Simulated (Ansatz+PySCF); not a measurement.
**doublet CH₃: levels of theory in one basis**

```xyz
4

C     0.0000    0.0000    0.0000
H     1.0358    0.0000    0.0000
H    -0.5452    0.9443    0.0000
H    -0.5452   -0.9443    0.0000
```

Basis set: STO-3G (spherical functions). Correlated methods keep 1 orbital frozen. Correlation on ROHF uses semicanonical orbitals with singles. Charge 0, multiplicity 2.

Computed with Ansatz (development build ahead of 0.2.0); each method stands on the lowest determinant of its kind that the runs found.

| method | E − E(ROHF) (eV) | <S²> of the determinant |
| --- | --- | --- |
| ROHF | 0.00 | 0.75 |
| UHF | -0.12 | 0.76 |
| ROHF-MP2 | -1.10 | – |
| UHF-MP2 | -1.15 | 0.76 |
| ROHF-CCSD | -1.67 | – |
| ROHF-CCSD(T) | -1.67 | – |
| full CI (lowest root of this spin) | -1.67 | – |

Task: Is a single determinant a sound starting point here?

Result: By this sign, yes. Unrestricted orbitals gain 0.12 eV and <S²> is 0.76 against 0.75 for a pure state.
